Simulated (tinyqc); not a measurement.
Inside a calculation (part 2 of 2). Method: CIS on RHF in the sto-6g basis, for BH2+, spin multiplicity 1. Computed by tinyqc, a small Python program that keeps every step (integrals from PySCF). Command: `OMP_NUM_THREADS=1 python tinyqc.py 24092 24093 out.jsonl` (the two numbers bound the seeds that draw the settings). One thread of a shared host (Intel(R) Xeon(R) Processor @ 2.60GHz), about 0.1 s of CPU time with the checks.

Geometry (angstrom):

| atom | x | y | z |
|---|---|---|---|
| B | 0.0000 | 0.0000 | 0.0000 |
| H | 0.0000 | 1.1190 | 0.6580 |
| H | 0.0000 | -1.1190 | 0.6580 |

## CIS singlet states

CIS matrix A, singlet (hartree), lower triangle:
```
         1>4     1>5      1>6      1>7      2>4     2>5     2>6      2>7
1>4   7.1438
1>5   0.0000  7.1729
1>6  -0.0984  0.0000   7.7195
1>7   0.0000  0.0000   0.0000   7.7012
2>4   0.0361  0.0000   0.0286   0.0000   0.4180
2>5   0.0000  0.0523   0.0000   0.0000   0.0000  0.4749
2>6   0.0278  0.0000   0.0098   0.0000  -0.0334  0.0000  0.8946
2>7   0.0000  0.0000   0.0000   0.0297   0.0000  0.0000  0.0000   0.8694
3>4   0.0000  0.0000   0.0000   0.0001   0.0000  0.0000  0.0000   0.0043
3>5   0.0000  0.0000   0.0000   0.0000   0.0000  0.0000  0.0000   0.0000
3>6   0.0000  0.0000   0.0000  -0.0052   0.0000  0.0000  0.0000  -0.0112
3>7   0.0073  0.0000  -0.0227   0.0000  -0.0414  0.0000  0.0269   0.0000

         3>4     3>5     3>6     3>7
3>4   0.2035
3>5   0.0000  0.2438
3>6  -0.0558  0.0000  0.7215
3>7   0.0000  0.0000  0.0000  0.8115
```

dipole integrals <i|r|a> (bohr):
```
          x        y        z
1>4  0.0000   0.0000   0.0940
1>5  0.1142   0.0000   0.0000
1>6  0.0000   0.0000   0.0688
1>7  0.0000   0.0983   0.0000
2>4  0.0000   0.0000   0.8688
2>5  0.8196   0.0000   0.0000
2>6  0.0000   0.0000  -0.1388
2>7  0.0000  -0.4672   0.0000
3>4  0.0000   0.2300   0.0000
3>5  0.0000   0.0000   0.0000
3>6  0.0000  -1.0381   0.0000
3>7  0.0000   0.0000  -0.7598
```

Diagonalise A (1 hartree = 27.211386 eV); each vector has its largest component positive (the first on a tie). The transition dipole is mu = sqrt2 sum c_ia <i|r|a>.

singlet excitation energies (eV): 5.3749  6.6329  11.1954  12.9107  19.7693  21.9247  23.6801  24.6639  193.9582  195.1949  209.5642  210.5078

lowest vectors:
```
     state 1  state 2  state 3  state 4  state 5  state 6
1>4   0.0000   0.0000  -0.0057   0.0000   0.0000   0.0008
1>5   0.0000   0.0000   0.0000  -0.0078   0.0000   0.0000
1>6   0.0000   0.0000  -0.0037   0.0000   0.0000   0.0039
1>7   0.0001   0.0000   0.0000   0.0000   0.0004   0.0000
2>4   0.0000   0.0000   0.9931   0.0000   0.0000  -0.0737
2>5   0.0000   0.0000   0.0000   1.0000   0.0000   0.0000
2>6   0.0000   0.0000   0.0635   0.0000   0.0000  -0.3145
2>7  -0.0046   0.0000   0.0000   0.0000   0.0809   0.0000
3>4   0.9944   0.0000   0.0000   0.0000  -0.1050   0.0000
3>5   0.0000   1.0000   0.0000   0.0000   0.0000   0.0000
3>6   0.1057   0.0000   0.0000   0.0000   0.9912   0.0000
3>7   0.0000   0.0000   0.0984   0.0000   0.0000   0.9464
```

oscillator strengths 2/3 w |mu|^2: 0.0039  0.0000  0.3324  0.4240  1.1526  0.5868

## CIS matrix, triplets

orbital energies (hartree): MO1 -8.0398, MO2 -0.9648, MO3 -0.8104, MO4 -0.2474, MO5 -0.1677, MO6 0.2351, MO7 0.2562

Two-electron integrals over orbitals (pq|rs), unique and non-zero (hartree):
```
(11|11) 2.9036     (21|11) -0.2586    (21|21) 0.0375     (22|11) 0.6207
(22|21) -0.0080    (22|22) 0.4749     (31|31) 0.0091     (32|31) 0.0145
(32|32) 0.1391     (33|11) 0.5558     (33|21) -0.0031    (33|22) 0.4635
(33|33) 0.4794     (41|11) 0.1556     (41|21) -0.0199    (41|22) 0.0141
(41|33) 0.0065     (41|41) 0.0281     (42|11) -0.0820    (42|21) 0.0072
(42|22) 0.0232     (42|33) 0.0181     (42|41) 0.0119     (42|42) 0.0684
(43|31) -0.0028    (43|32) 0.0229     (43|43) 0.0321     (44|11) 0.7047
(44|21) -0.0124    (44|22) 0.4361     (44|33) 0.4236     (44|41) -0.0105
(44|42) -0.0735    (44|44) 0.5769     (51|51) 0.0220     (52|51) 0.0216
(52|52) 0.0739     (53|53) 0.0189     (54|51) -0.0125    (54|52) -0.0336
(54|54) 0.0444     (55|11) 0.7431     (55|21) -0.0091    (55|22) 0.4699
(55|33) 0.4367     (55|41) 0.0051     (55|42) -0.0402    (55|44) 0.5065
(55|55) 0.5871     (61|11) -0.2004    (61|21) 0.0315     (61|22) -0.0006
(61|33) 2.60e-04   (61|41) -0.0061    (61|42) 0.0145     (61|44) -0.0185
(61|55) -0.0052    (61|61) 0.0331     (62|11) 0.2057     (62|21) -0.0066
(62|22) 0.0538     (62|33) 0.0161     (62|41) 0.0141     (62|42) -0.0055
(62|44) 0.0572     (62|55) 0.1018     (62|61) 0.0014     (62|62) 0.0889
(63|31) 0.0014     (63|32) -0.0635    (63|43) -0.0269    (63|63) 0.0737
(64|11) 0.0862     (64|21) 4.36e-04   (64|22) 0.0223     (64|33) 0.0020
(64|41) 0.0029     (64|42) -0.0087    (64|44) 0.0477     (64|55) 0.0421
(64|61) 0.0028     (64|62) 0.0465     (64|64) 0.0331     (65|51) 0.0161
(65|52) 0.0496     (65|54) -0.0123    (65|65) 0.0415     (66|11) 0.6216
(66|21) -0.0070    (66|22) 0.4832     (66|33) 0.4715     (66|41) 0.0224
(66|42) 0.0545     (66|44) 0.4104     (66|55) 0.4505     (66|61) 0.0059
(66|62) 0.0401     (66|64) 0.0142     (66|66) 0.5339     (71|31) 0.0135
(71|32) 0.0191     (71|43) -0.0045    (71|63) 0.0021     (71|71) 0.0202
(72|31) 0.0076     (72|32) -0.0176    (72|43) -0.0336    (72|63) 0.0512
(72|71) 0.0109     (72|72) 0.0547     (73|11) 0.2168     (73|21) -0.0060
(73|22) 0.0341     (73|33) 0.0218     (73|41) -0.0009    (73|42) -0.0565
(73|44) 0.1012     (73|55) 0.1058     (73|61) -0.0066    (73|62) 0.0703
(73|64) 0.0406     (73|66) -0.0082    (73|73) 0.1112     (74|31) -0.0091
(74|32) -0.0716    (74|43) 0.0043     (74|63) 0.0392     (74|71) -0.0130
(74|72) 0.0044     (74|74) 0.0579     (75|53) 0.0163     (75|75) 0.0179
(76|31) 0.0094     (76|32) 0.1137     (76|43) 0.0367     (76|63) -0.0768
(76|71) 0.0124     (76|72) -0.0436    (76|74) -0.0573    (76|76) 0.1211
(77|11) 0.6351     (77|21) -0.0080    (77|22) 0.4608     (77|33) 0.4774
(77|41) 0.0044     (77|42) 0.0006     (77|44) 0.4548     (77|55) 0.4536
(77|61) -0.0059    (77|62) 0.0145     (77|64) 0.0013     (77|66) 0.4779
(77|73) 0.0316     (77|77) 0.5017
```

A(ia,jb) = (e_a - e_i) d_ij d_ab - (ij|ab).

CIS matrix A, triplet (hartree), lower triangle:
```
         1>4     1>5      1>6      1>7      2>4     2>5      2>6      2>7
1>4   7.0877
1>5   0.0000  7.1289
1>6  -0.0862  0.0000   7.6533
1>7   0.0000  0.0000   0.0000   7.6609
2>4   0.0124  0.0000  -0.0004   0.0000   0.2812
2>5   0.0000  0.0091   0.0000   0.0000   0.0000  0.3272
2>6  -0.0004  0.0000   0.0070   0.0000  -0.0223  0.0000   0.7167
2>7   0.0000  0.0000   0.0000   0.0080   0.0000  0.0000   0.0000   0.7601
3>4   0.0000  0.0000   0.0000   0.0091   0.0000  0.0000   0.0000   0.0716
3>5   0.0000  0.0000   0.0000   0.0000   0.0000  0.0000   0.0000   0.0000
3>6   0.0000  0.0000   0.0000  -0.0094   0.0000  0.0000   0.0000  -0.1137
3>7   0.0091  0.0000  -0.0094   0.0000   0.0716  0.0000  -0.1137   0.0000

         3>4     3>5     3>6     3>7
3>4   0.1394
3>5   0.0000  0.2059
3>6  -0.0020  0.0000  0.5741
3>7   0.0000  0.0000  0.0000  0.5891
```

## CIS triplet states

Diagonalise A (1 hartree = 27.211386 eV); each vector has its largest component positive (the first on a tie).

triplet excitation energies (eV): 3.5625  5.6039  7.2204  8.9022  14.2129  14.4841  21.4810  22.3207  192.5163  193.9873  208.4638  208.6079

lowest vectors:
```
     state 1  state 2  state 3  state 4  state 5  state 6
1>4   0.0000   0.0000  -0.0015   0.0000   0.0000  -0.0015
1>5   0.0000   0.0000   0.0000  -0.0013   0.0000   0.0000
1>6   0.0000   0.0000  -0.0002   0.0000   0.0000   0.0006
1>7  -0.0011   0.0000   0.0000   0.0000   0.0006   0.0000
2>4   0.0000   0.0000   0.9759   0.0000   0.0000   0.1883
2>5   0.0000   0.0000   0.0000   1.0000   0.0000   0.0000
2>6   0.0000   0.0000  -0.0067   0.0000   0.0000   0.5316
2>7  -0.1176   0.0000   0.0000   0.0000   0.4123   0.0000
3>4   0.9927   0.0000   0.0000   0.0000   0.0724   0.0000
3>5   0.0000   1.0000   0.0000   0.0000   0.0000   0.0000
3>6  -0.0258   0.0000   0.0000   0.0000   0.9082   0.0000
3>7   0.0000   0.0000  -0.2181   0.0000   0.0000   0.8258
```
